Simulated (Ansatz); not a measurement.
We consider rock-salt HfC, described by r²SCAN (PAW; Ansatz, a quantum-chemistry and plane-wave program).

Run with plane-wave cutoff 560 eV, 20×20×20 k mesh, Fermi–Dirac smearing 0.05 eV, scalar-relativistic PAW data made under PBE.

Pressure at four volumes; x = ln(V/12.492 Å³). One pressure is withheld.

```
V (Å³/atom)        x  P (GPa)
-----------  -------  -------
11.742       -0.0619        ?
11.992       -0.0408    10.82
12.492        0.0000     0.00
13.241        0.0582   -12.73
```

**Question.** Pass a parabola P(x) through the three rows shown, estimate the bulk modulus and its pressure derivative near zero pressure, and predict the withheld pressure.

**Answer.** Slopes between the rows: (0.00 − (10.82))/(0.0000 − (-0.0408)) = -265.20 and (-12.73 − (0.00))/(0.0582 − (0.0000)) = -218.73 GPa. Their difference over the span 0.0990 is c = 46.47/0.0990 = 469.4 GPa, so P(x) = 10.82 + (-265.20)(x − (-0.0408)) + 469.4 (x − (-0.0408))(x − (0.0000)). At the middle row B = −dP/dx = −[-265.20 + 469.4 × 0.0408] = 246.0 GPa, and B′ = dB/dP = 2c/B = 3.8. At x = -0.0619 the parabola gives 17.03 GPa; the run gives 17.08 GPa. The Birch–Murnaghan fit to the energies at all volumes has B0 = 245 GPa and B′ = 3.9.

Measured, for comparison: bulk modulus 242 GPa (room temperature, no zero-point or thermal correction, sources range from 242 to 286; as tabulated in Synthesis of Binary Transition Metal Nitrides, Carbides and Borides from the …). Computed less measured: bulk modulus +1.2 % (inside the range of the sources held). A static lattice is as a rule a little smaller and stiffer than an uncorrected measurement, which can account for part of this in the bulk modulus.

Spin–orbit coupling is not included.
